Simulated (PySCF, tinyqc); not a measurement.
Ways to converge the cycle: SCF convergence aids in the sto-6g basis, for HF, spin multiplicity 1. Computed by the program tinyqc with PySCF. RHF with one setting changed at a time; a run stops when the energy changes by less than 1e-09 hartree and the error matrix is below 1e-5. The start is the Wolfsberg-Helmholz matrix. Damping d keeps d of the old density; a shift (hartree) raises the virtual levels; DIIS n extrapolates F over n matrices.

Geometry (angstrom):
```
atom       x       y       z
F     0.0000  0.0000  0.0000
H     0.0000  0.0000  1.8040
```

lowest restricted solution found by these runs and by PySCF = -99.238938 hartree

Largest element of the error matrix X^T (FDS - SDF) X:
```
iteration    plain  damping 0.3  damping 0.6  shift 0.4   DIIS 3   DIIS 8
1          2.3e-01      2.3e-01      2.3e-01    2.3e-01  2.3e-01  2.3e-01
2          4.5e-01      1.3e-01      9.8e-02    3.2e-01  4.5e-01  4.5e-01
3          3.4e-01      7.5e-02      6.0e-02    6.4e-02  1.8e-01  1.8e-01
4          2.5e-01      1.3e-02      3.6e-02    9.1e-03  6.8e-02  6.8e-02
5          1.5e-01      6.2e-03      2.1e-02    1.8e-03  3.2e-03  2.0e-02
6          9.8e-02      3.1e-03      1.2e-02    6.9e-04  3.5e-04  2.4e-04
8          3.6e-02      6.8e-04      4.3e-03    9.5e-05  5.5e-09  1.3e-08
10         1.3e-02      1.4e-04      2.3e-03    1.3e-05        -        -
14         1.8e-03      5.6e-06      6.0e-04          -        -        -
20         8.9e-05            -      7.0e-05          -        -        -
30               -            -      1.7e-06          -        -        -
```

How each run ends:
```
run          iterations  E (hartree)         state
plain                25   -99.238938  lowest found
damping 0.3          19   -99.238938  lowest found
damping 0.6          40   -99.238938  lowest found
shift 0.4            11   -99.238938  lowest found
DIIS 3                8   -99.238938  lowest found
DIIS 8                8   -99.238938  lowest found
```

What does the comparison show, and why?

6 of 6 runs reach the lowest restricted solution found, in 8 to 40 iterations (fastest: DIIS 3, DIIS 8). Plain steps already contract here, so damping only slows them. DIIS 3 and DIIS 8 gain by cancelling the error over several earlier matrices, much as a quasi-Newton step does. The restricted reference is unstable here: a spin-polarised solution lies 0.1503 hartree lower (PySCF), so results built on it describe a poor reference.
